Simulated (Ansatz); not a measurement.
C$_{3}$H$_{7}$NS (`CN1CSC1`) at its PBE0-D4/def2-TZVP geometry, where that method's forces vanish. Total charge 0; spin multiplicity 1.

```xyz
12

C    -1.3751    0.1996    0.1472
N    -0.0881    0.0857   -0.4839
C     0.6139   -1.1768   -0.3130
S     2.2268   -0.3259   -0.2200
C     0.9593    0.9692    0.0042
H    -1.7860    1.1959   -0.0322
H    -1.3366    0.0310    1.2379
H    -2.0644   -0.5274   -0.2888
H     0.5122   -1.8719   -1.1493
H     0.3757   -1.6911    0.6303
H     0.8481    1.2437    1.0641
H     1.1142    1.8682   -0.5964
```

Task: What forces (eV/Å) does ωB97M-V/def2-TZVPP give on these atoms in the Gaussian-basis code of Ansatz? (Best estimate.)

Result: Computed: 
```
C1  -0.270  0.025  0.119
N2  -0.048  0.035 -0.185
C3   0.020 -0.308  0.030
S4   0.121 -0.018 -0.007
C5   0.113  0.264  0.115
H6   0.031 -0.077  0.018
H7   0.015  0.010 -0.085
H8   0.052  0.055  0.038
H9  -0.001  0.069  0.086
H10  0.004  0.063 -0.089
H11 -0.011 -0.033 -0.103
H12 -0.026 -0.087  0.063
```
